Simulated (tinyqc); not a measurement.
Worked calculation: MP2 on RHF in the sto-3g basis, for H2O, spin multiplicity 1. One step of it, computed by the program tinyqc.

Task: Second-order Moller-Plesset energy. E2 = sum_ijab (ia|jb) [2 (ia|jb) - (ib|ja)] / (e_i + e_j - e_a - e_b) over occupied i, j and virtual a, b; the opposite-spin part is (ia|jb)^2 / denominator, the rest is same-spin, and SCS-MP2 scales them by 6/5 and 1/3.

orbital energies (hartree): MO1 -20.250058, MO2 -1.260605, MO3 -0.598349, MO4 -0.459550, MO5 -0.392671, MO6 0.588106, MO7 0.702247

Two-electron integrals over orbitals (pq|rs), unique and non-zero (hartree):
```
(11|11) 4.744986    (21|11) -0.417907   (21|21) 0.058481    (22|11) 1.005827
(22|21) -0.013202   (22|22) 0.727564    (31|31) 0.011071    (32|31) 0.017709
(32|32) 0.141833    (33|11) 0.796465    (33|21) -0.004462   (33|22) 0.641949
(33|33) 0.627780    (41|11) 0.185445    (41|21) -0.022992   (41|22) 0.015749
(41|33) 0.006473    (41|41) 0.027299    (42|11) -0.135763   (42|21) 0.009218
(42|22) -0.000418   (42|33) 0.006136    (42|41) 0.018189    (42|42) 0.124904
(43|31) -0.003505   (43|32) 0.020785    (43|43) 0.049123    (44|11) 0.984057
(44|21) -0.013178   (44|22) 0.670705    (44|33) 0.593066    (44|41) -0.010672
(44|42) -0.102841   (44|44) 0.764174    (51|51) 0.026027    (52|51) 0.032529
(52|52) 0.145034    (53|53) 0.028522    (54|51) -0.013546   (54|52) -0.047676
(54|54) 0.055146    (55|11) 1.115341    (55|21) -0.011741   (55|22) 0.747850
(55|33) 0.625803    (55|41) 0.005187    (55|42) -0.072812   (55|44) 0.720344
(55|55) 0.880159    (61|11) -0.228288   (61|21) 0.034524    (61|22) -0.000429
(61|33) 0.000486    (61|41) 0.000026    (61|42) 0.020716    (61|44) -0.018983
(61|55) -0.005984   (61|61) 0.030546    (62|11) 0.301455    (62|21) -0.006357
(62|22) 0.142234    (62|33) 0.076217    (62|41) 0.018770    (62|42) 0.021848
(62|44) 0.081310    (62|55) 0.155802    (62|61) 0.008014    (62|62) 0.101454
(63|31) 0.003249    (63|32) -0.036863   (63|43) -0.029609   (63|63) 0.069035
(64|11) 0.231602    (64|21) -0.002635   (64|22) 0.100202    (64|33) 0.045121
(64|41) 0.001427    (64|42) -0.039229   (64|44) 0.126136    (64|55) 0.123957
(64|61) -0.001199   (64|62) 0.060172    (64|64) 0.075973    (65|51) 0.015091
(65|52) 0.057164    (65|54) -0.000385   (65|65) 0.037788    (66|11) 0.807545
(66|21) -0.007106   (66|22) 0.614996    (66|33) 0.570078    (66|41) 0.020680
(66|42) 0.055774    (66|44) 0.551340    (66|55) 0.590813    (66|61) 0.008939
(66|62) 0.098781    (66|64) 0.046363    (66|66) 0.598909    (71|31) 0.015080
(71|32) 0.022615    (71|43) -0.004924   (71|63) 0.003884    (71|71) 0.020592
(72|31) 0.013987    (72|32) 0.041903    (72|43) -0.034888   (72|63) 0.034869
(72|71) 0.018086    (72|72) 0.062610    (73|11) 0.362142    (73|21) -0.007410
(73|22) 0.140034    (73|33) 0.089678    (73|41) -0.000737   (73|42) -0.079221
(73|44) 0.154518    (73|55) 0.191062    (73|61) -0.006881   (73|62) 0.074999
(73|64) 0.084647    (73|66) 0.039269    (73|73) 0.154878    (74|31) -0.009622
(74|32) -0.077917   (74|43) -0.000902   (74|63) 0.045666    (74|71) -0.012927
(74|72) -0.016255   (74|74) 0.070795    (75|53) 0.023663    (75|75) 0.024173
(76|31) 0.008777    (76|32) 0.095038    (76|43) 0.050288    (76|63) -0.062005
(76|71) 0.011404    (76|72) -0.010281   (76|74) -0.058933   (76|76) 0.113044
(77|11) 0.857090    (77|21) -0.009070   (77|22) 0.620310    (77|33) 0.606085
(77|41) 0.004253    (77|42) -0.013268   (77|44) 0.600673    (77|55) 0.619722
(77|61) -0.004568   (77|62) 0.067088    (77|64) 0.042404    (77|66) 0.565508
(77|73) 0.089680    (77|77) 0.613878
```

Hartree-Fock energy = -74.96577755 hartree

Give: Terms; Pair energies; MP2 correlation energy; SCS-MP2 correlation energy; MP2 total energy.

Result:

Terms:
```
i  j  a  b  (ia|jb)  (ib|ja)  denominator       term
3  3  7  7   0.1549   0.1549      -2.6012    -0.0092
3  4  7  6   0.0846   0.0457      -2.3483    -0.0045
4  3  6  7   0.0846   0.0457      -2.3483    -0.0045
2  2  6  6   0.1015   0.1015      -3.6974    -0.0028
4  4  6  6   0.0760   0.0760      -2.0953    -0.0028
2  3  6  7   0.0750   0.0349      -3.1493    -0.0027
3  2  7  6   0.0750   0.0349      -3.1493    -0.0027
4  4  7  7   0.0708   0.0708      -2.3236    -0.0022
3  3  6  6   0.0690   0.0690      -2.3729    -0.0020
2  4  6  6   0.0602   0.0602      -2.8964    -0.0013
4  2  6  6   0.0602   0.0602      -2.8964    -0.0013
2  2  7  7   0.0626   0.0626      -3.9257    -0.0010
5  5  6  6   0.0378   0.0378      -1.9616    -0.0007
5  5  7  7   0.0242   0.0242      -2.1898  -2.67e-04
4  3  7  6   0.0457   0.0846      -2.3483  -1.30e-04
3  4  6  7   0.0457   0.0846      -2.3483  -1.30e-04
4  2  7  7  -0.0163  -0.0163      -3.1246  -8.46e-05
2  4  7  7  -0.0163  -0.0163      -3.1246  -8.46e-05
2  3  7  6   0.0349   0.0750      -3.1493   5.82e-05
3  2  6  7   0.0349   0.0750      -3.1493   5.82e-05
1  1  6  6   0.0305   0.0305     -41.6763  -2.24e-05
1  2  7  7   0.0181   0.0181     -22.9152  -1.43e-05
2  1  7  7   0.0181   0.0181     -22.9152  -1.43e-05
1  1  7  7   0.0206   0.0206     -41.9046  -1.01e-05
1  4  7  7  -0.0129  -0.0129     -22.1141  -7.56e-06
4  1  7  7  -0.0129  -0.0129     -22.1141  -7.56e-06
3  1  7  6  -0.0069   0.0039     -22.1388  -5.49e-06
1  3  6  7  -0.0069   0.0039     -22.1388  -5.49e-06
1  2  6  6   0.0080   0.0080     -22.6869  -2.83e-06
2  1  6  6   0.0080   0.0080     -22.6869  -2.83e-06
3  1  6  7   0.0039  -0.0069     -22.1388  -2.57e-06
1  3  7  6   0.0039  -0.0069     -22.1388  -2.57e-06
1  4  6  6  -0.0012  -0.0012     -21.8858  -6.57e-08
4  1  6  6  -0.0012  -0.0012     -21.8858  -6.57e-08
```

Pair energies (hartree; pair i-j sums ij and ji):
```
pair  opposite spin  same spin
1-1       -3.25e-05     0.0000
2-1       -3.42e-05     0.0000
2-2         -0.0038     0.0000
3-1       -5.64e-06  -1.05e-05
3-2         -0.0043    -0.0010
3-3         -0.0112     0.0000
4-1       -1.52e-05     0.0000
4-2         -0.0027     0.0000
4-3         -0.0079    -0.0013
4-4         -0.0049     0.0000
5-5         -0.0010     0.0000
```

MP2 correlation energy = -0.038226 hartree

SCS-MP2 correlation energy = -0.043854 hartree

MP2 total energy = -75.004003 hartree
